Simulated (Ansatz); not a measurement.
Mulliken charges of C₃H₆O, SMILES `C=C(C)O` from r2SCAN/def2-TZVPP in Ansatz (PBE0-D4/def2-TZVP geometry).

```tsv
atom	x (Å)	y (Å)	z (Å)	charge (e)
C1	-0.417	1.280	-0.016	-0.269
C2	0.083	0.069	-0.255	0.202
C3	0.086	-1.062	0.710	-0.097
O4	0.665	-0.292	-1.429	-0.331
H5	-0.390	2.068	-0.760	0.051
H6	-0.869	1.506	0.939	0.063
H7	-0.453	-1.916	0.290	0.061
H8	1.111	-1.389	0.903	0.061
H9	-0.380	-0.774	1.650	0.049
H10	0.648	0.459	-2.030	0.210
```

Question: By hand: the dipole of these point charges (1 e Å = 4.8032 D).

Answer: Σ q r = (-0.017, -0.074, 0.105) e Å, of length 0.130 e Å = 0.62 D.

Question: How does the dipole of the full density compare? (Estimate.)

Answer: Computed: (-0.014, 0.082, -0.035) e Å, 0.43 D; the point charges give 1.44 times that, at 144° from its direction, so they point the opposite way.

Point charges leave out the atoms' own dipoles, such as those of lone pairs, and Mulliken's split depends on the basis, so the two needn't agree.
